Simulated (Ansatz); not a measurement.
```yaml
crystal:
  periodic: [false, false, false]
  atoms:
    - {symbol: C, position_ang: [-0.290661, 0.203147, -0.533728]}
    - {symbol: Al, position_ang: [0.057464, 0.712650, 0.535527]}
    - {symbol: Si, position_ang: [0.272248, -0.728131, 0.225971]}
    - {symbol: H, position_ang: [-0.901137, 0.080657, -0.546741]}
    - {symbol: H, position_ang: [-0.039827, 0.280682, -1.067439]}
    - {symbol: H, position_ang: [0.034830, 1.557999, 0.965203]}
    - {symbol: H, position_ang: [1.253557, -0.998417, -0.124220]}
    - {symbol: H, position_ang: [-0.225864, -1.587291, 0.454786]}
basis:
  gaussian: {orbitals: def2-TZVPP}
total_charge: 1
magnetization: {spin_polarized: true, initial_magnetization: 1}
hamiltonian: {xc: {name: BHLYP}, dispersion: d3bj}
output: {forces: true}
```

```sh
$ ansatz run in.yaml --threads 2 --pin off --events-out ev --progress --plain --max-ram 4352MiB
```

Output, abridged:

```
Functional definition: BHLYP
1131 factors; their error is unknown
mean field evaluation 1: about -15492.4978 eV, gradient 8.9e1 eV
mean field evaluation 2: about -15480.4525 eV, gradient 9.2e1 eV
mean field evaluation 4: about -15517.9939 eV, gradient 4.1e0 eV
mean field evaluation 8: about -15518.0644 eV, gradient 8.1e-2 eV
mean field evaluation 16: about -15518.1424 eV, gradient 2.0e-4 eV
mean field -15518.14242778 eV, -570.2812156461 hartree, gradient 8.9e-5 eV, S^2 0.753392; 0 other end points of the search recorded, 0 dependent functions left out
reference -15518.14257702 eV, -570.2812211305 hartree; 19, 18 occupied and 166, 167 virtual orbitals, 1131 factors
Total energy: -15518.42831956 eV, -570.2917219753 hartree
Atom 0 at    -0.290661     0.203147    -0.533728 Å, force     8.100468     0.939940    19.742851 eV/Å
Atom 1 at     0.057464     0.712650     0.535527 Å, force     9.140300    29.196656    35.865376 eV/Å
Atom 2 at     0.272248    -0.728131     0.225971 Å, force    14.122083   -35.930365     7.016098 eV/Å
Atom 3 at    -0.901137     0.080657    -0.546741 Å, force   -71.729960   -12.822833    -3.066723 eV/Å
Atom 4 at    -0.039827     0.280682    -1.067439 Å, force    35.378409    11.581126   -78.620933 eV/Å
Atom 5 at     0.034830     1.557999     0.965203 Å, force    -0.500834    32.822641    17.588126 eV/Å
Atom 6 at     1.253557    -0.998417    -0.124220 Å, force    18.592973    -4.196025    -5.369019 eV/Å
Atom 7 at    -0.225864    -1.587291     0.454786 Å, force   -13.103439   -21.591139     6.844223 eV/Å
Dipole moment:    -0.000318    -0.052302     0.065192 e Å
```

In this input the geometry is squeezed to about two thirds of its size. The calculation finished and met its thresholds. The result belongs to that input, not to the molecule as meant.
